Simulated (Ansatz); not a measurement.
C3H9NO (`CNCOC`). Total charge 0; spin multiplicity 1. All single points use the PBE0-D4/def2-TZVP geometry. It is one conformer, not always the lowest.

```xyz
14

C    -1.175    1.457    0.291
N    -0.047    0.908   -0.427
C     0.867    0.161    0.388
O     0.388   -1.120    0.686
C     0.299   -1.955   -0.442
H    -0.889    2.143    1.105
H    -1.830    1.993   -0.398
H    -1.752    0.642    0.732
H     0.439    1.613   -0.961
H     1.826    0.098   -0.148
H     1.041    0.623    1.372
H    -0.089   -2.915   -0.102
H     1.289   -2.111   -0.894
H    -0.368   -1.536   -1.201
```

**Question.** What is the dipole moment at B3LYP/def2-TZVPP? (Best estimate.)

**Answer.** The calculation gave: 1.59 D, with components (0.44, 1.23, -0.90) D in this frame, pointing from negative to positive charge.

**Question.** And with PBE, r2SCAN, ωB97M-V? (Estimate.)

**Answer.** The calculation gave: PBE 1.53 D, r2SCAN 1.56 D, ωB97M-V 1.60 D.

**Question.** Give the Mulliken charges with B3LYP, r2SCAN, ωB97M-V in def2-TZVPP. (Estimate.)

**Answer.** Ansatz gave: 
```json
{"atom": "C1", "B3LYP": "-0.19", "r2SCAN": "-0.06", "ωB97M-V": "-0.25"}
{"atom": "N2", "B3LYP": "-0.26", "r2SCAN": "-0.29", "ωB97M-V": "-0.24"}
{"atom": "C3", "B3LYP": "0.10", "r2SCAN": "0.19", "ωB97M-V": "0.01"}
{"atom": "O4", "B3LYP": "-0.33", "r2SCAN": "-0.33", "ωB97M-V": "-0.31"}
{"atom": "C5", "B3LYP": "-0.12", "r2SCAN": "0.00", "ωB97M-V": "-0.18"}
{"atom": "H6", "B3LYP": "0.07", "r2SCAN": "0.03", "ωB97M-V": "0.10"}
{"atom": "H7", "B3LYP": "0.09", "r2SCAN": "0.05", "ωB97M-V": "0.11"}
{"atom": "H8", "B3LYP": "0.11", "r2SCAN": "0.07", "ωB97M-V": "0.12"}
{"atom": "H9", "B3LYP": "0.11", "r2SCAN": "0.12", "ωB97M-V": "0.09"}
{"atom": "H10", "B3LYP": "0.06", "r2SCAN": "0.02", "ωB97M-V": "0.10"}
{"atom": "H11", "B3LYP": "0.07", "r2SCAN": "0.03", "ωB97M-V": "0.10"}
{"atom": "H12", "B3LYP": "0.11", "r2SCAN": "0.06", "ωB97M-V": "0.12"}
{"atom": "H13", "B3LYP": "0.07", "r2SCAN": "0.03", "ωB97M-V": "0.09"}
{"atom": "H14", "B3LYP": "0.10", "r2SCAN": "0.07", "ωB97M-V": "0.12"}
```

B3LYP here is the variant with VWN-RPA as its local correlation; programs differ in this.
